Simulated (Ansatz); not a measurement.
A made-up structure of C$_{2}$H$_{5}$Si, doublet:

```xyz
8
angstrom
C -0.7363 1.0396 -1.1878
C -0.0450 0.4863 -0.2340
Si 0.5827 -0.7663 0.9183
H 0.4154 1.3758 0.1131
H -0.6194 2.0897 -1.4617
H 0.3265 -0.3162 2.3098
H 2.0442 -0.9266 0.7104
H -0.0768 -2.0886 0.7145
```

It is relaxed with PBE-D4/def2-SVP and then PBE0-D4/def2-TZVP (Ansatz 0.2.0). Atoms count as bonded within 1.22 times the sum of their covalent radii (H–H: 0.88 Å). The end point is not checked to be a true minimum.

Question: Does its bonding change? (Judge from chemistry; the calculation decides.)

Answer: Computed: No: no bond forms or breaks.

Where it ends: The first stage lowers the energy by 0.78 eV in 7 steps. It ends as C₂H₅Si ([CH][CH][SiH3]):
```xyz
8
angstrom
C -0.6444 0.8853 -1.0139
C 0.2205 0.8405 -0.0411
Si 0.5723 -0.7312 0.9068
H 0.7681 1.7487 0.2413
H -1.0511 1.5987 -1.7182
H 0.2851 -0.5256 2.3519
H 2.0101 -1.0902 0.7758
H -0.2692 -1.8326 0.3800
```

Labels in which every atom is bracketed show which atoms are joined, not bond orders.

For scale, one of the runs: PBE0-D4/def2-TZVP relaxation, 129 basis functions, launched by `ansatz run in.yaml --threads 2 --pin off --events-out ev --progress --plain --max-ram 4352MiB`. The run took about 15 s on 2 CPU threads of an Arm Neoverse V2 (shared host).
